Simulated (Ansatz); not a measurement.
**C₂H₄, singlet: CASSCF and its corrections**

Program: Ansatz, Gaussian basis, development build. Basis cc-pVDZ, nonrelativistic, no frozen core. State-specific CASSCF; RHF is the lowest restricted (open-shell) Hartree–Fock solution met. No symmetry is imposed, so a solution can break that of the shape. No proof that the lowest CASSCF solution was found.

Geometry:

```tsv
atom	x (Å)	y (Å)	z (Å)
C	0.0000	0.0000	0.6695
C	0.0000	0.0000	-0.6695
H	-0.4644	0.8045	1.2321
H	0.4644	-0.8045	1.2321
H	0.4644	0.8045	-1.2321
H	-0.4644	-0.8045	-1.2321
```

(1) What do CASSCF and its corrections give against RHF in CAS(2,2), and what are the occupations?

Answers

(1) CASSCF -1.034 eV, SC-NEVPT2 -8.017 eV; occupations 1.81, 0.19.
